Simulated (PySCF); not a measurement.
Species: 1,3-pentadiyne, C5H4.
Numbering: `[CH:1]#[C:2][C:3]#[C:4][CH3:5]` (hydrogens: H6 on C1; H7, H8, H9 on C5)

Structure used (GFN2-xTB), in Å, numbered top down from 1:
```
atom  x, y, z in Å
C1     2.390    1.876    0.927
C2     1.481    1.161    0.590
C3     0.454    0.356    0.210
C4    -0.458   -0.359   -0.124
C5    -1.547   -1.215   -0.527
H6     3.181    2.498    1.220
H7    -2.501   -0.750   -0.276
H8    -1.509   -1.386   -1.603
H9    -1.476   -2.175   -0.014
```

Method used: TDDFT CAM-B3LYP/def2-SVPD, vertical, gas phase, core orbitals frozen in the response in PySCF 2.14.0, density-fitted response routines.

Ground-to-excited transition dipoles (e·a0, same axes as the geometry; the sign carries no meaning), for the states with f of 0.002 or more among the lowest 8:

| state | E (eV) | μx | μy | μz |
| --- | --- | --- | --- | --- |
| S7 | 7.650 | 0.149 | -0.246 | 0.119 |
| S8 | 7.651 | 0.144 | -0.047 | -0.271 |

Question: Work out the oscillator strengths.

Answer: f = (2/3) ΔE |μ|² with ΔE in hartree (27.2114 eV).

```tsv
state	|μ|² (au)	|μ| (D)	f
S7	0.097	0.79	0.018
S8	0.096	0.79	0.018
```

Question: Label these states by symmetry in C3v.

Answer: The ground state is totally symmetric, so the direction of μ fixes the label. Polarised across the main axis, so E: S7 and S8.

Question: How is the summed strength of these states shared among x, y and z?

Answer: (2/3) Σ ΔE μα² gives 0.008 for x, 0.012 for y and 0.016 for z, 0.036 in all.

Question: What peak molar absorption coefficient would the strongest computed level give as a lone Gaussian band 0.3 eV wide at half height?

Answer: ε(max) = 2.175×10⁸ f / FWHM, with the width in cm⁻¹. S7/S8 (f summed): 2.175×10⁸ × 0.0362 / 2420 ≈ 3300 L mol⁻¹ cm⁻¹.

S7/S8 coincide within about 0.01 eV; within a degenerate level the directions of the single components are arbitrary.
